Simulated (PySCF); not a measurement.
Fluorine: a sound run and one with changed settings

Sound run: F [He] 2s2 2p5, F⁺ [He] 2s2 2p4. Calculation: PySCF 2.14, in def2-TZVP; the non-relativistic Hamiltonian (point nucleus). In the sound run the correlated levels freeze 1s2. The sound run starts from symmetry-adapted Hartree-Fock orbitals and uses a fine grid where one is needed.

Changed run: a valence shell is frozen. This setting is unsound on purpose.

```
species   method  sound run (hartree)  changed run (hartree)  converged
      F      MP2            -99.60959              -99.53369        yes
      F  CCSD(T)            -99.62506              -99.54106        yes
     F⁺      MP2            -98.97723              -98.90292        yes
     F⁺  CCSD(T)            -98.99489              -98.90986        yes
```

Ionisation energy of F:

```tsv
method	sound run (eV)	changed run (eV)
UHF	15.655	15.655
MP2	17.207	17.164
SCS-MP2	17.192	17.225
CCSD	17.106	17.138
CCSD(T)	17.148	17.176
```

Freezing a valence shell removes pair correlation that changes on ionisation.

For comparison, NIST gives 17.423 eV between the lowest levels.
